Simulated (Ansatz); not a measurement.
**AlH4 (doublet): from Hartree-Fock to the top rungs at distance Al1–H4 along a hydrogen transfer = 1.717 Å, cc-pVTZ**

Aim: climb from Hartree-Fock through coupled cluster and multireference methods for AlH4 (doublet) at one geometry and basis, and see what each rung misses.

Program: Ansatz 0.2.0, Gaussian basis. Level of theory: cc-pVTZ, correlated electrons: outside noble gas. These are calculated values, not measurements.

The runs, in order: UHF; CCSD(T) on ROHF; CCSD(T) on UHF; BCCD(T) on ROHF; CCSDT(Q) on ROHF; CCSDT(Q) on UHF; CASSCF and MRCISD+Q, 3 electrons in 3 orbitals; CASSCF and NEVPT2, 3 electrons in 3 orbitals.

## Step 1: The system

The geometry derives from fragments relaxed apart (PBE0/def2-TZVP) and kept rigid, so it is no stationary point. A hydrogen atom is moved between rigid fragments.

5 atoms, charge 0, spin multiplicity 2.

Atoms are counted from 1 here; the program's logs count them from 0.

Bond lengths: Al1–H2 1.586 Å, Al1–H3 1.586 Å, Al1–H4 1.717 Å. Angles: H2–Al1–H3 120.0°, H2–Al1–H4 120.0°, H3–Al1–H4 120.0°.

In the tables R marks a restricted open-shell determinant and U an unrestricted one; 'pair' is the active space of 3 electrons in 3 orbitals; correlation energies count from the lowest restricted Hartree-Fock solution.

## Step 2: UHF

File in.yaml:

```yaml
crystal:
  periodic: [false, false, false]
  atoms:
    - {symbol: Al, position_ang: [-0.089998, 0.000000, 0.000000]}
    - {symbol: H, position_ang: [-0.882922, 1.373384, 0.000000]}
    - {symbol: H, position_ang: [-0.882922, -1.373384, 0.000000]}
    - {symbol: H, position_ang: [1.627002, 0.000000, 0.000000]}
    - {symbol: H, position_ang: [2.548002, 0.000000, 0.000000]}
basis:
  gaussian: {orbitals: cc-pVTZ}
magnetization: {spin_polarized: true, initial_magnetization: 1}
hamiltonian: {xc: hf}
output: {orbitals: {seedname: orbitals}}
```

The run is started by

```console
> ansatz run in.yaml --threads 1 --pin off --events-out ev --progress --plain --max-ram 2816MiB --backend cpu
```

The runs that follow: CCSD(T) on ROHF; CCSD(T) on UHF; BCCD(T) on ROHF; CCSDT(Q) on ROHF; CCSDT(Q) on UHF; CASSCF and MRCISD+Q, 3 electrons in 3 orbitals; CASSCF and NEVPT2, 3 electrons in 3 orbitals.

**Question.** What will the summary of the whole plan be? Wanted: correlation energy, UCCSDT(Q); RMP2 from UCCSDT(Q); UMP2 from UCCSDT(Q); RCCSD from UCCSDT(Q); RCCSD(T) from UCCSDT(Q); UCCSD(T) from UCCSDT(Q); RCCSDT(Q) from UCCSDT(Q); NEVPT2 pair from UCCSDT(Q); MRCISD+Q pair from UCCSDT(Q).

The runs gave:

| quantity | value |
| --- | --- |
| correlation energy, UCCSDT(Q) | -3.9260 eV |
| RMP2 from UCCSDT(Q) | +79.9 kJ/mol |
| UMP2 from UCCSDT(Q) | +81.9 kJ/mol |
| RCCSD from UCCSDT(Q) | +8.7 kJ/mol |
| RCCSD(T) from UCCSDT(Q) | +2.0 kJ/mol |
| UCCSD(T) from UCCSDT(Q) | +2.0 kJ/mol |
| RCCSDT(Q) from UCCSDT(Q) | +0.1 kJ/mol |
| NEVPT2 pair from UCCSDT(Q) | +80.1 kJ/mol |
| MRCISD+Q pair from UCCSDT(Q) | -0.7 kJ/mol |
| levels of the table within 1 kcal/mol (43 meV) | RCCSD(T), UCCSD(T), BCCD(T), RCCSDT, UCCSDT, RCCSDT(Q), MRCISD+Q pair |
| T1 diagnostic | 0.023 |

What this shows: RCCSD(T) lands +2.0 kJ/mol from the yardstick (0.5 % of the correlation energy). Of the multireference levels listed MRCISD+Q pair comes nearest in total energy (-0.7 kJ/mol), which doesn't show that its space is the better one. These misses are within one basis, not against nature; the frozen cores of restricted and unrestricted runs differ, which can shift their rows.
